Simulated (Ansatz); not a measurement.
Multireference treatment of NaOH, singlet

Program: Ansatz, Gaussian basis, development build. Basis cc-pVTZ on O/H, cc-pV(T+d)Z on Na, nonrelativistic, 2 orbitals frozen in the corrections. State-specific CASSCF; RHF is the lowest restricted (open-shell) Hartree–Fock solution met. No symmetry is imposed, so a solution can break that of the shape. No proof that the lowest CASSCF solution was found.

Geometry:

```xyz
3

O     0.0000    0.0000    0.0000
Na    0.0000    0.0000    1.7415
H     0.0000    0.0000   -0.9520
```

**Question.** What do CASSCF and its corrections give against RHF in CAS(6,5), and what are the occupations?

**Answer.** CASSCF -1.426 eV, SC-NEVPT2 -8.168 eV; occupations 2.00, 1.98, 1.98, 0.02, 0.02.

**Question.** Roughly how much CPU time does a whole run from the default start take (median of such runs, summed over threads; nearly all runs on one pinned thread of a shared server, mostly Xeon at 2.3 to 2.6 GHz, by a development driver)?

**Answer.** CAS(6,5): about 4.8 s. Other jobs ran beside these, and the count of passes differs.
